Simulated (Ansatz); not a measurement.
Basis-set extrapolation for FH2SSi, SMILES `F[SiH]S` radical (PBE0-D4/def2-TZVP geometry, frozen core, Ansatz 0.2.0). Multiplicity 2, UHF reference.

```
                      def2-TZVPP   def2-QZVPP
                 HF  -787.190972  -787.216549
    MP2 correlation    -0.526240    -0.575095
CCSD(T) correlation    -0.576325      not run
```

Energies in hartree. Use E(X) = E(∞) + A·exp(−7.88·√X) for Hartree–Fock and E(X) = E(∞) + B·X^(−2.97) for correlation, with X = 3 and 4, and add CCSD(T) minus MP2 of the smaller set to the MP2 limit.

Question: What is the CCSD(T) energy at the basis-set limit?

Answer: HF limit: -787.216549 + (-0.025577) × 0.13774 = -787.22007. MP2 limit: -0.575095 + (-0.048855) × 0.74074 = -0.61128. Higher-order term: -0.576325 − (-0.526240) = -0.05008. Total: -787.88143 hartree, 299.7 kJ/mol below CCSD(T)/def2-TZVPP.
